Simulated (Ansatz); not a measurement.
# SiH− (singlet): the correlation ladder, aug-cc-pVDZ

How much of the correlation energy of SiH− (singlet) does each wave-function method recover here?

Computed with Ansatz 0.2.0, Gaussian basis. Level: aug-cc-pVDZ, core rule «outside noble gas», up to 5 orbitals frozen.

To be run: UHF; CCSD(T) on RHF; CCSD(T) on UHF; BCCD(T) on RHF; CISD; CCSDT(Q) on RHF; CCSDT(Q) on UHF; CCSDTQ on RHF; CASSCF and MRCISD+Q, 6 electrons in 5 orbitals; CASSCF and NEVPT4(SD), 6 electrons in 5 orbitals; CASSCF and NEVPT2, 6 electrons in 5 orbitals; Full CI.

14 further runs of the same task are left out: 6 that didn't finish, 8 set aside as unsound or not needed.

## (1) The geometry

The geometry is a PBE0/def2-TZVPD stationary point (not a proven minimum) of the parent state, kept for this charge and spin.

2 atoms, charge -1, spin multiplicity 1.

Atoms are counted from 1 here; the program's logs count them from 0.

Bond lengths: Si1–H2 1.559 Å.

Geometry (Å):

| atom | x (Å) | y (Å) | z (Å) |
| --- | --- | --- | --- |
| Si1 | 0.0000 | 0.0000 | 0.0000 |
| H2 | 0.0000 | 0.0000 | 1.5594 |

## (2) UHF

in.yaml reads:

```yaml
crystal:
  periodic: [false, false, false]
  atoms:
    - {symbol: Si, position_ang: [0.000000, 0.000000, 0.000000]}
    - {symbol: H, position_ang: [0.000000, 0.000000, 1.559400]}
basis:
  gaussian: {orbitals: aug-cc-pVDZ}
total_charge: -1
magnetization: {spin_polarized: true, initial_magnetization: 0}
hamiltonian: {xc: hf}
output: {orbitals: {seedname: orbitals}}
```

Command:

```console
> ansatz run in.yaml --threads 1 --pin off --events-out ev --progress --plain --max-ram 2393MiB
```

Further steps of the session: CCSD(T) on RHF; CCSD(T) on UHF; BCCD(T) on RHF; CISD; CCSDT(Q) on RHF; CCSDT(Q) on UHF; CCSDTQ on RHF; CASSCF and MRCISD+Q, 6 electrons in 5 orbitals; CASSCF and NEVPT4(SD), 6 electrons in 5 orbitals; CASSCF and NEVPT2, 6 electrons in 5 orbitals; Full CI.

**Question.** What will the summary of the whole plan be? Wanted: FCI below the RHF energy; RMP2 from FCI; RCCSD from FCI; RCCSD(T) from FCI; RCCSDT(Q) from FCI; T1 diagnostic; effectively unpaired electrons.

The runs gave:

```
                         quantity                       value
         FCI below the RHF energy                  -3.6606 eV
                    RMP2 from FCI                 +1059.5 meV
                   RCCSD from FCI                  +305.0 meV
                RCCSD(T) from FCI                  +166.3 meV
               RCCSDT(Q) from FCI                    -7.7 meV
levels within 1 kcal/mol (43 meV)  RCCSDT, RCCSDT(Q), RCCSDTQ
                    T1 diagnostic                       0.014
   effectively unpaired electrons                        2.06
```

RCCSD(T) lands +166.3 meV from the yardstick (4.5 % of the correlation energy). RCCSDT(Q) falls below full CI, which methods that aren't variational can do. The occupations show strong static correlation (2.1 unpaired electrons where one determinant has 0). These misses are within one basis, not against nature.
